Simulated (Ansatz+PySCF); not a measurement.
The numbers below are computed, except where a source is named.
Input for PySCF 2.14.0:

```python
from pyscf import gto, scf, mp

mol = gto.M(atom="""
C 0.003360 0.005370 -0.751830
C -0.005570 -0.008130 0.757860
H 0.003630 -1.019090 -1.157170
H -0.884620 0.510940 -1.174820
H 0.880300 0.506070 -1.160300
H 0.004710 1.032640 1.163550
H -0.894940 -0.515480 1.160510
H 0.884110 -0.502360 1.165590
""", basis='def2-svp', charge=0, spin=0)
mf = scf.RHF(mol)
mf.kernel()
pt = mp.MP2(mf, frozen=2).run()
print(mf.e_tot, pt.e_corr, pt.e_tot)
```

The script is written out from the run's settings.

Output:

```yaml
Converged: yes
Reference_energy: -79.17413 hartree
Correlation_energy: -0.30258 hartree
Total_energy: -79.47671 hartree
```
